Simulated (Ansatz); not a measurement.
in.yaml

```yaml
crystal:
  periodic: [false, false, false]
  atoms:
    - {symbol: B, position_ang: [-0.003024, 0.005823, 0.005767]}
    - {symbol: H, position_ang: [0.411661, 0.818318, 0.816420]}
    - {symbol: H, position_ang: [-0.427351, -0.801871, 0.816228]}
    - {symbol: H, position_ang: [-0.415836, 0.814469, -0.809676]}
    - {symbol: H, position_ang: [0.463963, -0.893374, -0.884833]}
basis:
  gaussian: {orbitals: cc-pVDZ}
magnetization: {spin_polarized: true, initial_magnetization: 1}
correlation: {method: ccsdt_q, electrons: outside_noble_gas}
```

```sh
$ ansatz run in.yaml --threads 1 --pin off --events-out ev --progress --plain --max-ram 3840MiB --backend cpu
```

Output:

```
639 factors; integrals over basis functions are off by at most 1.9e-7 eV
mean field evaluation 1: about -730.5199 eV, gradient 7.7e0 eV
mean field evaluation 2: about -730.5202 eV, gradient 7.7e0 eV
mean field evaluation 4: about -731.0535 eV, gradient 7.3e-1 eV
mean field evaluation 8: about -731.0685 eV, gradient 5.8e-3 eV
mean field evaluation 16: about -731.0678 eV, gradient 8.3e-2 eV
mean field evaluation 32: about -727.8630 eV, gradient 1.7e0 eV
mean field evaluation 64: about -727.9418 eV, gradient 4.7e-3 eV
mean field -731.06853847 eV, -26.8662732528 hartree, gradient 2.5e-6 eV, S^2 0.772840; 2 other end points of the search recorded, 0 dependent functions left out
determinant -731.06853847 eV, -26.8662732528 hartree, with singles and doubles -735.01748411 eV, -27.0113943283 hartree
determinant -728.29664645 eV, -26.7644081000 hartree, with singles and doubles -732.16652636 eV, -26.9066235635 hartree
determinant -727.94181820 eV, -26.7513684023 hartree, with singles and doubles -731.85775991 eV, -26.8952766056 hartree
1 core orbitals not correlated: weight in the atoms' cores, before any rotation towards them, 1.000 or more for the frozen orbitals, at most 0.000 for the correlated occupied ones
reference -731.06853847 eV, -26.8662732528 hartree; 4, 3 occupied and 29, 30 virtual orbitals, 639 factors
second order -3.13309355 eV of doubles, -0.00000000 eV of singles
cycle   1  -3.69282751 eV  change   -5.6e-1 eV  update   6.0e-2
cycle   2  -4.01072541 eV  change   -3.2e-1 eV  update   2.8e-2
cycle   3  -4.03085978 eV  change   -2.0e-2 eV  update   1.0e-2
cycle   4  -4.03563462 eV  change   -4.8e-3 eV  update   5.3e-3
cycle   5  -4.03447717 eV  change    1.2e-3 eV  update   2.4e-3
cycle   6  -4.03473555 eV  change   -2.6e-4 eV  update   1.2e-3
cycle   7  -4.03548350 eV  change   -7.5e-4 eV  update   6.8e-4
cycle   8  -4.03528974 eV  change    1.9e-4 eV  update   2.7e-4
cycle   9  -4.03520686 eV  change    8.3e-5 eV  update   1.0e-4
cycle  10  -4.03527673 eV  change   -7.0e-5 eV  update   3.8e-5
cycle  11  -4.03528484 eV  change   -8.1e-6 eV  update   1.5e-5
cycle  12  -4.03527629 eV  change    8.6e-6 eV  update   6.3e-6
cycle  13  -4.03526897 eV  change    7.3e-6 eV  update   2.1e-6
cycle  14  -4.03526871 eV  change    2.6e-7 eV  update   8.5e-7
perturbative correction -0.00312531 eV, -0.0001148531 hartree
Total energy: -735.10693249 eV, -27.0146814958 hartree
```

For the same geometry and basis full CI lies 0.6 meV lower.

Ran on 1 thread of AMD EPYC 7R13, shared host: 6.5 s wall, 0.22 GiB peak host memory.
